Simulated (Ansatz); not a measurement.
Ansatz (an electronic-structure program) input (B2PLYP/pcseg-4): A basis named .json is the Basis Set Exchange file of that set (core-valence sets with the plain set on hydrogen).

Ansatz 0.2 input:
```yaml
crystal:
  periodic: [false, false, false]
  atoms:
    - {symbol: N, position_ang: [0.00456047, 0.00186225, 0.14178543]}
    - {symbol: H, position_ang: [-0.02755881, 0.79955398, -0.50646319]}
    - {symbol: H, position_ang: [-0.00436445, -0.81258975, -0.48603483]}
basis:
  gaussian:
    orbitals: pcseg-4.json
hamiltonian:
  xc: {name: B2PLYP}
magnetization: {spin_polarized: true, initial_magnetization: 1}
correlation: {electrons: outside_noble_gas}
```

Output:

```
Functional definition: B2PLYP
integrals: 0.43 GiB planned
1544 factors; integrals over basis functions are off by at most 1.1e-3 eV
mean field: 1.17 GiB planned
mean field evaluation 1: about -1516.8800 eV, gradient 2.0e1 eV
mean field evaluation 2: about -1516.8803 eV, gradient 2.0e1 eV
mean field evaluation 4: about -1518.4424 eV, gradient 9.0e-1 eV
mean field evaluation 8: about -1518.4471 eV, gradient 1.1e-2 eV
mean field evaluation 16: about -1518.4471 eV, gradient 4.4e-6 eV
mean field -1518.44713350 eV, -55.8019029157 hartree, gradient 4.4e-6 eV, S^2 0.755140; 0 other end points of the search recorded, 0 dependent functions left out
1 core orbitals not correlated
reference -1518.44724678 eV, -55.8019070787 hartree; 4, 3 occupied and 218, 219 virtual orbitals, 1544 factors
second order -6.58960555 eV of doubles, -0.00000000 eV of singles
Total energy: -1520.22644028 eV, -55.8672912337 hartree
```
